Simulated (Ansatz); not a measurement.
Input file for methylamine:

```yaml
crystal:
  periodic: [false, false, false]
  atoms:
    - {symbol: C, position_ang: [-0.473792, -0.138414, -0.281476]}
    - {symbol: N, position_ang: [0.801602, 0.390940, 0.170483]}
    - {symbol: H, position_ang: [-0.984446, -0.806354, 0.427507]}
    - {symbol: H, position_ang: [-0.327168, -0.690688, -1.212464]}
    - {symbol: H, position_ang: [-1.150545, 0.689292, -0.505452]}
    - {symbol: H, position_ang: [1.448009, -0.360593, 0.373534]}
    - {symbol: H, position_ang: [0.686340, 0.915816, 1.027857]}
basis:
  gaussian: {orbitals: cc-pV(T+d)Z}
correlation: {method: ccsd_t}
output: {orbitals: {seedname: orbitals}}
```

```sh
$ ansatz run in.yaml --threads 2 --pin off --events-out ev --progress --plain
```

The program prints (abridged):

```
Functional definition: HF
726 factors; integrals over basis functions are off by at most 9.9e-4 eV
mean field evaluation 1: about -2590.0348 eV, gradient 2.9e1 eV
mean field evaluation 2: about -2590.0355 eV, gradient 2.9e1 eV
mean field evaluation 4: about -2591.9503 eV, gradient 2.6e0 eV
mean field evaluation 8: about -2591.9723 eV, gradient 1.3e-4 eV
mean field -2591.97228000 eV, -95.2532243880 hartree, gradient 2.7e-6 eV, S^2 0.000000; 0 other end points of the search recorded, 0 dependent functions left out
2 core orbitals not correlated: weight in the atoms' cores, before any rotation towards them, 1.000 or more for the frozen orbitals, at most 0.000 for the correlated occupied ones
reference -2591.97228000 eV, -95.2532243880 hartree; 7, 7 occupied and 121, 121 virtual orbitals, 726 factors
second order -11.00219916 eV of doubles, -0.00000000 eV of singles
cycle   1  -11.37245302 eV  change   -3.7e-1 eV  update   5.6e-2
cycle   2  -11.62980879 eV  change   -2.6e-1 eV  update   1.6e-2
cycle   3  -11.66144192 eV  change   -3.2e-2 eV  update   5.5e-3
cycle   4  -11.66119396 eV  change    2.5e-4 eV  update   1.2e-3
cycle   5  -11.66163304 eV  change   -4.4e-4 eV  update   4.2e-4
cycle   6  -11.66171442 eV  change   -8.1e-5 eV  update   1.6e-4
cycle   7  -11.66168463 eV  change    3.0e-5 eV  update   6.2e-5
cycle   8  -11.66168832 eV  change   -3.7e-6 eV  update   2.6e-5
cycle   9  -11.66168269 eV  change    5.6e-6 eV  update   6.4e-6
perturbative correction -0.40098641 eV, -0.0147359786 hartree
Total energy: -2604.03494909 eV, -95.6965193009 hartree
```

Hardware: 2 threads of a server CPU on a shared host. Wall time 5.5 s, peak host memory 0.65 GiB.

Correlation energy per correlated electron: -0.862 eV. T1 diagnostic: 0.0074.
